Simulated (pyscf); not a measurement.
PySCF, gas phase, ωB97X-D3(BJ)/def2-SVP geometries.

Task: Estimate by transition-state theory the rate constant of PH₃ + H₃Si–O–GaH₂ -> H₃Si–O–PH₂ + gallane (GaH₃) (singlet surface; H–P, Ga–O broken, O–P, Ga–H formed) at 1200 K, with ωB97M-D3(BJ)/def2-TZVP energies (ideal gas, 1 atm, RRHO with modes under 100 cm⁻¹ raised to 100, one conformer, R ln 2 for chiral ones without a mode under 150 cm⁻¹; no tunnelling).

Result: The electronic barrier is 37.3 kcal/mol and the thermal terms add +47.0, so ΔG‡ = 84.3 kcal/mol. With k_BT/h = 2.50e+13 s⁻¹ and RT = 2.385 kcal/mol, and a volume of 1.64e-19 cm³ per molecule at 1 atm, k = 1.8e-21 cm³ molecule⁻¹ s⁻¹. Wigner's tunnelling factor for 629i cm⁻¹ would be 1.02. A shift of 1 kcal/mol in the barrier changes k by a factor 1.5. On the product side the descent ends in an adduct with a Ga–O contact, 14.7 kcal/mol under the separated species and 26.5 kcal/mol under the saddle at ωB97X-D3(BJ)/def2-TZVP. What is counted as broken (Ga–O) persists as a longer contact in the product adduct; parting that adduct is a step of its own. At ωB97X-D3(BJ)/def2-TZVP the barrier from the zero used here is 34.3 kcal/mol. H₃Si–O–PH₂ lies 5.7 kcal/mol over its isomer HO–SiH₂–PH₂ (electronic energy, ωB97M-D3(BJ)/def2-TZVP). One saddle was located; it need not be the lowest between these sides. Elements up to Kr have no core potential and no relativistic terms here.
